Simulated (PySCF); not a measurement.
Series CXY, Y = H, computed as singlets and as triplets. Gas-phase values, no solvent. One relaxed conformer stands for each flexible species; it need not be the lowest. Strings in code marks are SMILES.

A: X = isocyano, multiplicity 3 (`[CH][N+]#[C-]` (lower triplet))
B: X = ethynyl, multiplicity 3 (`[CH]C#C` (lower triplet))
C: X = fluoro, multiplicity 3 (`F[CH]` (excited triplet))

Question: Put the candidates in order of dipole moment, lowest first, for PBE-D3(BJ)/def2-TZVP // PBE0-D3(BJ)/def2-TZVP (PySCF).

Answer: B (0.14 D), C (0.94 D), A (2.99 D)
